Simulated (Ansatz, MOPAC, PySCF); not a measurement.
Gas-phase reaction in SMILES: O=[S+][O-] [sulfur dioxide] + 3 [H][H] (H2) -> 2 O (H2O) + S (H2S)

Wanted: energy of full hydrogenation (enthalpy at 298 K), in kcal/mol. Conventions: valence correlation only; non-relativistic; no dispersion term unless named; six Cartesian d functions in 6-31G* and its kin unless marked 5d; LANL2DZ with its own core potentials from Na on; 6-311+G** with 5d, 6d on Na to Ar in Ansatz (an electronic-structure program); spin-orbit terms left out. First-principles rows: single points at B3LYP-D3(BJ) geometries (Ansatz), with unscaled harmonic terms from B3LYP/6-31G* (Ansatz) at its own minima. Semi-empirical rows: MOPAC heats of formation at their own minima for 298 K. The Hartree-Fock reference of O=[S+][O-] is unstable towards a lower, spin-broken solution.

Measured values: Active Thermochemical Tables 1.112 (ions: stationary electron), as tabulated in the package chemicals; CRC Handbook, as tabulated in the package chemicals; G2/97 table in ASE (Curtiss et al.); they hold spin-orbit and core effects, anharmonicity. 

Value to compare with, the measured value: -49.6 kcal/mol.

| level | program | energy of full hydrogenation (enthalpy at 298 K) (kcal/mol) | error |
|---|---|---|---|
| MNDO | MOPAC | -124.7 | -75.1 |
| HF/6-31G* | Ansatz | -76.9 | -27.3 |
| HF/6-311+G** | Ansatz | -102.2 | -52.6 |
| B3LYP/LANL2DZ | Ansatz | -143.6 | -94.0 |
| B3LYP/6-31G* | Ansatz | -45.8 | 3.8 |
| B3LYP/6-31+G* | Ansatz | -56.7 | -7.1 |
| PBE0/6-31G* | Ansatz | -53.1 | -3.5 |
| PBE0/6-311+G** | Ansatz | -81.4 | -31.8 |
| M06-2X/6-31G* (5d) | PySCF | -53.6 | -4.0 |
| MP2/LANL2DZ | Ansatz | -127.9 | -78.3 |
| M06-2X/def2-TZVPD | PySCF | -54.1 | -4.5 |

Among the 10 habitual levels, B3LYP/LANL2DZ lies farthest from the measured value (-94.0 kcal/mol); 1 of 10 lie above it, and their mean absolute error is 37.8 kcal/mol, the median 29.6. One case shows no general order.

The levels are drawn from those run, B3LYP/6-31G* more often than the rest, none by its result; left out are runs that failed, that the program found above a lower state of the same kind, or whose <S^2> lies over 0.5 above the pure value.
